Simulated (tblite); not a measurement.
Dimethoxymethane, C3H8O2.
SMILES with atom numbers: `[CH3:1][O:2][CH2:3][O:4][CH3:5]` (hydrogens: H6, H7, H8 on C1; H9, H10 on C3; H11, H12, H13 on C5)

Computed with GFN2-xTB (tblite), gas phase: Langevin dynamics at 600 K from the optimised GFN2-xTB geometry, time step 0.5 fs, friction 0.01 fs⁻¹, 2000 steps.

Start geometry:
```
atom  x, y, z in Å
C1     -1.850   -0.305   -0.165
O2     -0.922    0.372    0.658
C3      0.091    1.013   -0.053
O4      0.968    0.147   -0.704
C5      1.766   -0.617    0.176
H6     -2.359    0.400   -0.832
H7     -2.572   -0.768    0.503
H8     -1.358   -1.073   -0.770
H9      0.620    1.629    0.692
H10    -0.325    1.653   -0.846
H11     2.397    0.036    0.789
H12     1.151   -1.236    0.835
H13     2.390   -1.252   -0.450
```

The statistics below take the 31 frames saved every 25 fs from 250 to 1000 fs; their kinetic temperature (all 3N coordinates) averages 561 K.

**Question.** Give the mean, spread and extremes of the bond lengths.

**Answer.** 
```csv
bond,start (Å),mean (Å),standard deviation (Å),shortest (Å),longest (Å)
C1–O2,1.413,1.423,0.052,1.334,1.524
O2–C3,1.394,1.398,0.038,1.320,1.503
C3–O4,1.394,1.403,0.056,1.287,1.533
O4–C5,1.413,1.424,0.050,1.350,1.530
C1–H6,1.096,1.106,0.041,1.028,1.203
C1–H7,1.088,1.096,0.031,1.033,1.173
C1–H8,1.094,1.104,0.045,1.029,1.195
C3–H9,1.101,1.113,0.053,1.025,1.217
C3–H10,1.101,1.113,0.046,1.033,1.230
C5–H11,1.096,1.107,0.038,1.016,1.172
C5–H12,1.094,1.097,0.035,1.016,1.170
C5–H13,1.088,1.104,0.056,1.005,1.239
```

**Question.** How far does each atom move about its mean position (frames aligned on the start, all atoms weighted alike), and what rms force does it feel?

**Answer.** 
| atom | rms displacement (Å) | rms force (eV/Å) |
| --- | --- | --- |
| C1 | 0.19 | 2.57 |
| O2 | 0.24 | 2.15 |
| C3 | 0.21 | 2.79 |
| O4 | 0.29 | 2.19 |
| C5 | 0.21 | 3.08 |
| H6 | 1.05 | 1.50 |
| H7 | 0.95 | 1.18 |
| H8 | 0.98 | 1.44 |
| H9 | 0.34 | 1.63 |
| H10 | 0.41 | 1.37 |
| H11 | 0.95 | 1.24 |
| H12 | 0.85 | 1.14 |
| H13 | 0.85 | 1.63 |

The displacements run from 0.19 to 1.05 Å, the largest at H6.

**Question.** Follow the torsions C1–O2–C3–O4 and O2–C3–O4–C5 through every second one of these frames.

**Answer.** 
```
t (fs)  C1–O2–C3–O4 (°)  O2–C3–O4–C5 (°)
   250              -70              -88
   300              -55              -74
   350              -50              -56
   400              -59              -56
   450              -72              -57
   500              -84              -54
   550              -76              -64
   600              -67              -74
   650              -80              -74
   700              -56             -101
   750              -56             -103
   800              -77              -69
   850              -93              -58
   900              -49              -58
   950              -51              -70
  1000              -82              -53
```

Largest departure from the start value over all these frames: C1–O2–C3–O4 37° (start -67°), O2–C3–O4–C5 39° (start -68°).

**Question.** How widely does the potential energy scatter, against a harmonic estimate?

**Answer.** Mean 0.88 eV above the start, standard deviation 0.143 eV, range 0.61 to 1.19 eV. For 33 classical harmonic modes at 600 K the canonical values are 33kT/2 = 0.85 eV and kT·√(33/2) = 0.210 eV.

The run is classical and short, so these are rough statistics of one trajectory.

What follows is the cost of the whole dynamics run. On one thread, Arm Neoverse V1 (aarch64), no GPU, shared host, this took 6.9 s and 0.18 GiB of memory at its peak.
